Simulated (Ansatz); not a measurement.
# BH6NSi (SMILES NB[SiH3]): functionals against CCSD(T) at one geometry

An exercise on one series of results from a longer session: the logs are not shown, and one member is left open.

The runs use Ansatz 0.2.0, Gaussian basis; single points in def2-TZVPP.

Cores are frozen in the correlated methods.

## Starting geometry

SMILES `NB[SiH3]`, 9 atoms, charge 0, spin multiplicity 1.

Atoms are counted from 1 here; the program's logs count them from 0.

Bond lengths: N1–B2 1.340 Å, N1–H4 0.834 Å, N1–H5 1.208 Å, B2–Si3 2.018 Å, B2–H6 1.214 Å, Si3–H7 1.501 Å, Si3–H8 1.471 Å, Si3–H9 1.610 Å. Angles: B2–N1–H4 126.6°, B2–N1–H5 127.6°, H4–N1–H5 105.7°, N1–B2–Si3 122.0°, N1–B2–H6 126.8°, Si3–B2–H6 108.0°, B2–Si3–H7 118.3°, B2–Si3–H8 119.9°, B2–Si3–H9 122.2°, H7–Si3–H8 106.7°, H7–Si3–H9 93.7°, H8–Si3–H9 90.2°.

As a file:

```xyz
9
BH6NSi
N    -0.8800    0.7848   -1.2397
B     0.0184    0.8353   -0.2463
Si    0.6266   -0.8232    0.7302
H    -1.1410    0.1013   -1.6402
H    -1.5031    1.7028   -1.7176
H     0.2844    1.7965    0.4464
H     0.1817   -2.1592    0.2112
H     2.0381   -0.9687    1.1183
H     0.1733   -1.1423    2.2417
```

The first run:

Input file run/in.yaml:

```yaml
crystal:
  periodic: [false, false, false]
  atoms:
    - {symbol: N, position_ang: [-0.880000, 0.784800, -1.239700]}
    - {symbol: B, position_ang: [0.018400, 0.835300, -0.246300]}
    - {symbol: Si, position_ang: [0.626600, -0.823200, 0.730200]}
    - {symbol: H, position_ang: [-1.141000, 0.101300, -1.640200]}
    - {symbol: H, position_ang: [-1.503100, 1.702800, -1.717600]}
    - {symbol: H, position_ang: [0.284400, 1.796500, 0.446400]}
    - {symbol: H, position_ang: [0.181700, -2.159200, 0.211200]}
    - {symbol: H, position_ang: [2.038100, -0.968700, 1.118300]}
    - {symbol: H, position_ang: [0.173300, -1.142300, 2.241700]}
basis:
  gaussian: {orbitals: def2-TZVPP}
correlation: {method: ccsd_t}
output: {forces: true}
```

No record of the launch command was kept for these runs.

Steps of the session up to this table: CCSD(T)/def2-TZVPP; PBE0-D4/def2-TZVPP; wB97M-V/def2-TZVPP; r2SCAN-D4/def2-TZVPP; PBE-D4/def2-TZVPP; BHLYP-D4/def2-TZVPP; HSE06-D4/def2-TZVPP.

One table of the session follows, with a row left open; its other results are not shown here.

| method | RMS force component (eV/Å) | angle to CCSD(T) forces (°) | dipole (D) |
| --- | --- | --- | --- |
| CCSD(T) | 4.249 | reference | 3.64 |
| PBE0-D4 | 4.242 | 2.0 | 3.55 |
| wB97M-V | ? | ? | ? |
| r2SCAN-D4 | 4.201 | 1.8 | 3.53 |
| PBE-D4 | 4.236 | 3.1 | 3.50 |
| BHLYP-D4 | 4.202 | 2.5 | 3.60 |
| HSE06-D4 | 4.243 | 2.0 | 3.55 |

**Question.** Estimate the row for wB97M-V.

As computed: RMS force component (eV/Å): 4.231; angle to CCSD(T) forces (°): 1.2; dipole (D): 3.68. In the column «RMS force component (eV/Å)» it lies between BHLYP-D4 (4.202) and PBE-D4 (4.236).
